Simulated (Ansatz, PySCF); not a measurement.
This PySCF input computes a BLYP/def2-TZVPD energy:

```python
from pyscf import gto, scf, dft

mol = gto.M(
    atom='''
    O     0.01545466    0.72381182   -0.07020381
    O    -0.01124373   -0.72607760   -0.04190313
    H     0.80569804    0.89668240    0.46138431
    H    -0.83938551   -0.87855617    0.43547118
    ''',
    basis='def2-tzvpd',
    charge=0,
    spin=0,
    verbose=4,
)

mf = dft.RKS(mol, xc='blyp').density_fit(auxbasis='def2-universal-jkfit')
mf.grids.level = 3
mf.conv_tol = 1e-9
mf.max_cycle = 100
mf.max_memory = 1500
mf.kernel()
if not mf.converged:
    mf = mf.newton()
    mf.kernel(mf.make_rdm1())
mf.analyze()
```

### Question
Write an input for the same energy in Ansatz (a first-principles code) and say what it gives.

### Answer

Ansatz 0.2 input:
```yaml
crystal:
  periodic: [false, false, false]
  atoms:
    - {symbol: O, position_ang: [0.01545466, 0.72381182, -0.07020381]}
    - {symbol: O, position_ang: [-0.01124373, -0.72607760, -0.04190313]}
    - {symbol: H, position_ang: [0.80569804, 0.89668240, 0.46138431]}
    - {symbol: H, position_ang: [-0.83938551, -0.87855617, 0.43547118]}
basis:
  gaussian:
    orbitals: def2-TZVPD
hamiltonian:
  xc: {name: BLYP}
output: {forces: true}
```
It gives -151.60426 Eh, and PySCF -151.60433 Eh, a difference of 0.07 mEh, from the treatment of integrals and grids.
